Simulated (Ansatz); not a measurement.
Input for Ansatz (development build ahead of 0.2.0):

```yaml
crystal:
  periodic: [false, false, false]
  atoms:
    - { symbol: C, position_ang: [-1.2777, -0.39733, -0.00794] }
    - { symbol: H, position_ang: [-1.26762, -1.06179, 0.88723] }
    - { symbol: H, position_ang: [-1.25744, -1.09035, -0.8634] }
    - { symbol: H, position_ang: [-2.18224, 0.17414, -0.01214] }
    - { symbol: C, position_ang: [0.00045, 0.40442, 0.01534] }
    - { symbol: H, position_ang: [0.02381, 1.05537, 0.84532] }
    - { symbol: H, position_ang: [0.01635, 1.09233, -0.8806] }
    - { symbol: C, position_ang: [1.29352, -0.42554, -1.0e-05] }
    - { symbol: H, position_ang: [1.23692, -1.07378, 0.85302] }
    - { symbol: H, position_ang: [1.26837, -1.08038, -0.84582] }
    - { symbol: H, position_ang: [2.14558, 0.18465, 0.00901] }
basis:
  gaussian: { orbitals: def2-SVP }
hamiltonian:
  xc: hf
```

The input is written out in the form of the current development build from the run's settings.

The run gave:

- Converged: yes
- Total energy: -118.17388 hartree
- Spin squared of the determinant: 0.000
